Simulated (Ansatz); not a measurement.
The inner images of a band of ClH3Si + H (6 atoms, charge 0, multiplicity 2) are given out of order.

Theory: UKS PBE0/6-31G* in Ansatz 0.2.0.

Initial state:

```xyz
6
Properties=species:S:1:pos:R:3
Si 0.004 0.000 -0.217
Cl 0.028 0.000 1.846
H 1.405 0.000 -0.707
H -0.705 1.218 -0.681
H -0.705 -1.218 -0.681
H -0.027 0.000 5.412
```

Final state:

```xyz
6
Properties=species:S:1:pos:R:3
Si -0.003 0.000 -0.521
Cl 0.009 0.000 3.572
H 1.416 0.000 -0.974
H -0.710 1.228 -0.981
H -0.710 -1.228 -0.981
H 0.000 0.000 4.857
```

Task: Put them in order from the first end to the last, with their energies above the first end.
A.
```xyz
6
Properties=species:S:1:pos:R:3
Si 0.000 0.000 0.012
Cl -0.002 0.000 2.088
H 1.411 0.000 -0.448
H -0.704 1.221 -0.451
H -0.704 -1.221 -0.451
H 0.001 0.000 4.220
```
B.
```xyz
6
Properties=species:S:1:pos:R:3
Si -0.001 0.000 -0.387
Cl 0.001 0.000 3.297
H 1.418 0.000 -0.837
H -0.710 1.229 -0.841
H -0.710 -1.229 -0.841
H 0.004 0.000 4.582
```
C.
```xyz
6
Properties=species:S:1:pos:R:3
Si 0.000 0.000 -0.062
Cl -0.006 0.000 2.000
H 1.410 0.000 -0.524
H -0.702 1.220 -0.530
H -0.702 -1.220 -0.530
H 0.002 0.000 4.618
```
D.
```xyz
6
Properties=species:S:1:pos:R:3
Si 0.000 0.000 0.013
Cl -0.001 0.000 2.372
H 1.417 0.000 -0.433
H -0.708 1.227 -0.436
H -0.708 -1.227 -0.436
H 0.001 0.000 3.891
```
E.
```xyz
6
Properties=species:S:1:pos:R:3
Si 0.002 0.000 -0.138
Cl 0.009 0.000 1.926
H 1.407 0.000 -0.615
H -0.703 1.218 -0.608
H -0.703 -1.218 -0.608
H -0.012 0.000 5.015
```
F.
```xyz
6
Properties=species:S:1:pos:R:3
Si -0.001 0.000 -0.263
Cl 0.000 0.000 3.021
H 1.423 0.000 -0.695
H -0.712 1.233 -0.699
H -0.712 -1.233 -0.699
H 0.003 0.000 4.308
```
G.
```xyz
6
Properties=species:S:1:pos:R:3
Si -0.001 0.000 -0.152
Cl 0.000 0.000 2.740
H 1.430 0.000 -0.550
H -0.715 1.239 -0.554
H -0.715 -1.239 -0.554
H 0.002 0.000 4.040
```

Result: E (+0.01 eV), C (+0.04 eV), A (+0.20 eV), D (+0.76 eV), G (+0.41 eV), F (+0.27 eV), B (+0.22 eV).

The run took 2.4 min on 1 thread of Arm Neoverse V2, with other jobs on the host, peak memory 0.12 GiB.
